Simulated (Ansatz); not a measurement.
**Relaxing a trial structure of CH4S**

The starting geometry of this gas-phase triplet was optimised with GFN2-xTB as a singlet; its bonds are those of `CS`.

```xyz
6

C     0.0789   -0.0973    0.7993
S    -1.1408   -0.4941   -0.4941
H    -0.2631   -0.6142   -1.4880
H     0.5974    0.8215    0.5440
H     0.7779   -0.9207    0.9077
H    -0.4829    0.0364    1.7178
```

Question: Predict what it relaxes into with PBE-D3(BJ)/def2-SVP.

Answer: It loosens into CH3S + H, which stay close as a complex. Contacts that open: S2–H3 (1.33 → 2.31 Å).

The energy falls by 1.64 eV over 10 steps:

| step | E − E(last) (eV) |
| --- | --- |
| 1 | 1.645 |
| 2 | 0.883 |
| 3 | 0.507 |
| 4 | 0.147 |
| 5 | 0.026 |
| 6 | 0.008 |
| 7 | 0.002 |
| 8 | 0.000 |
| 9 | 0.000 |
| 10 | 0.000 |

Final geometry (Å):

```yaml
atoms:
  - { symbol: C, position_ang: [-0.0464, -0.0943, 0.8757] }
  - { symbol: S, position_ang: [-1.3994, -0.4670, -0.2408] }
  - { symbol: H, position_ang: [0.2084, -0.6509, -1.8921] }
  - { symbol: H, position_ang: [0.5038, 0.7895, 0.4843] }
  - { symbol: H, position_ang: [0.6819, -0.9342, 0.8446] }
  - { symbol: H, position_ang: [-0.3810, 0.0885, 1.9149] }
```

The end wasn't checked by frequencies. Open shells are spin-unrestricted. The triplet needn't be the ground state. Run with Ansatz 0.2.0, 54 s on 1 thread of AMD EPYC (Zen 3), with other jobs on the host.
